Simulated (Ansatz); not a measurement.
# NH₂Cl (triplet): from Hartree-Fock to the top rungs at distance Cl1–H2 along a hydrogen transfer = 1.279 Å, cc-pVTZ

One table from this session's results is given with a row withheld; the runs are named, their logs left out.

Method: cc-pVTZ, core rule «outside noble gas», up to 6 orbitals frozen; program: Ansatz 0.2.0, Gaussian basis.

To be run: UHF; CCSD(T) on ROHF; CCSD(T) on UHF; BCCD(T) on ROHF; CCSDT(Q) on ROHF; CCSDT(Q) on UHF; CASSCF and NEVPT2, 4 electrons in 4 orbitals; CASSCF and NEVPT2, 14 electrons in 10 orbitals.

### What is computed

The geometry derives from fragments relaxed apart (PBE0/def2-TZVP) and kept rigid, so it is no stationary point. A hydrogen atom is moved between rigid fragments.

4 atoms, charge 0, spin multiplicity 3.

Atoms are counted from 1 here; the program's logs count them from 0.

Bond lengths: Cl1–H2 1.279 Å, N3–H4 1.040 Å.

As a file:

```
Cl   -0.80415    0.01966    0.00000
H     0.47465    0.01966    0.00000
N     1.84885    0.01966    0.00000
H     2.11793   -0.98456    0.00000
```

Set-up of the first run:

File in.yaml:

```yaml
crystal:
  periodic: [false, false, false]
  atoms:
    - {symbol: Cl, position_ang: [-0.804149, 0.019664, 0.000000]}
    - {symbol: H, position_ang: [0.474651, 0.019664, 0.000000]}
    - {symbol: N, position_ang: [1.848851, 0.019664, 0.000000]}
    - {symbol: H, position_ang: [2.117933, -0.984563, 0.000000]}
basis:
  gaussian: {orbitals: cc-pVTZ}
magnetization: {spin_polarized: true, initial_magnetization: 2}
hamiltonian: {xc: hf}
output: {orbitals: {seedname: orbitals}}
```

Launch:

```console
$ ansatz run in.yaml --threads 1 --pin off --events-out ev --progress --plain --max-ram 2816MiB --backend cpu
```

Among the steps run: UHF; CCSD(T) on ROHF; CCSD(T) on UHF; BCCD(T) on ROHF; CCSDT(Q) on ROHF; CCSDT(Q) on UHF; CASSCF and NEVPT2, 4 electrons in 4 orbitals; CASSCF and NEVPT2, 14 electrons in 10 orbitals.

One of the session's tables, all rows but one given; the rest of the session is left out.

```
        method  from UCCSDT(Q) (meV)
          ROHF              +11288.2
           UHF              +11037.7
          RMP2               +1399.3
          UMP2               +1411.0
         RCCSD                +420.3
         UCCSD                +413.2
      RCCSD(T)                     ?
      UCCSD(T)                 +44.2
       BCCD(T)                 +44.6
        RCCSDT                 +17.6
        UCCSDT                 +15.2
     RCCSDT(Q)                  +2.7
     UCCSDT(Q)                     0
   CASSCF pair              +10660.1
   NEVPT2 pair               +1422.8
CASSCF valence               +9991.7
NEVPT2 valence               +2003.4
```

Estimate the missing values for RCCSD(T).

The run gave: from UCCSDT(Q) (meV): +45.6. In the column «from UCCSDT(Q) (meV)» it lies between BCCD(T) (+44.6) and UCCSD (+413.2).

Caveats from the session: Restricted and unrestricted rows rest on different reference determinants; where their highest levels disagree by more than a few hundredths of an eV, they describe different states and don't form one ladder.
